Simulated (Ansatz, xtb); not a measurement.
# Relative energy of two isomers of C4H6OS

Structure a is `C/C(O)=C/C=S`, a singlet and structure b is `CC(=O)/C=C\S`, a singlet. Both are isolated molecules in the gas phase, relaxed with B3LYP/def2-SVP; each stands in its lowest conformer found.

Quicker runs give these differences E(b) − E(a): GFN2-xTB +3.61 kJ/mol; HF/STO-3G −36.71 kJ/mol (at GFN2-xTB geometries); r2SCAN-D4/def2-SVP +17.01 kJ/mol (at GFN2-xTB geometries).

Problem. Estimate which is lower in electronic energy at CCSD(T)/def2-SVP + ΔMP2/def2-TZVPP, and by roughly how much.

Solution. CCSD(T)/def2-SVP + ΔMP2/def2-TZVPP gives E(b) − E(a) = +6.90 kJ/mol, favouring structure a, but this leans on the basis-set step: CCSD(T) alone gives −1.21 kJ/mol.

How the difference moves with the method:

```csv
level,geometry,E(b) − E(a) (kJ/mol),departure from the last row (kJ/mol),"job, with rough time for the two"
GFN2-xTB,GFN2-xTB,+3.61,−3.29,"optimisation, 0.18 s"
HF/STO-3G,GFN2-xTB,−36.71,−43.61,"single point, 0.44 s"
r2SCAN-D4/def2-SVP,GFN2-xTB,+17.01,+10.11,"single point, 6 s"
B3LYP/def2-SVP,B3LYP/def2-SVP,+12.32,+5.42,"optimisation, 50 s"
HF/def2-SVP,B3LYP/def2-SVP,−3.14,−10.04,part of the CCSD(T) run
MP2/def2-SVP,B3LYP/def2-SVP,+2.15,−4.76,part of the CCSD(T) run
CCSD(T)/def2-SVP,B3LYP/def2-SVP,−1.21,−8.12,single point
CCSD(T)/def2-SVP + ΔMP2/def2-TZVPP,B3LYP/def2-SVP,+6.90,,"single point, 75 s"
```

As drawn, b has 1 C=O, 1 C–S, 1 S–H in place of 1 C–O, 1 C=S, 1 O–H.

HF/STO-3G, HF/def2-SVP put the two in the other order. CCSD(T)/def2-SVP finds them nearly level. The largest departure from CCSD(T)/def2-SVP + ΔMP2/def2-TZVPP is that of HF/STO-3G, 43.61 kJ/mol. A small imaginary or near-zero mode remains, so no thermal terms are given. The last row adds to CCSD(T) the change of the MP2 difference between the two basis sets, here +8.12 kJ/mol.

The T1 diagnostic of structure a is large, so the coupled-cluster value is less sure. The correlated steps freeze 10 core orbitals. Run with Ansatz 0.2.0, xtb 6.7.1; the last row on 2 threads of Arm Neoverse V1 on a shared host.
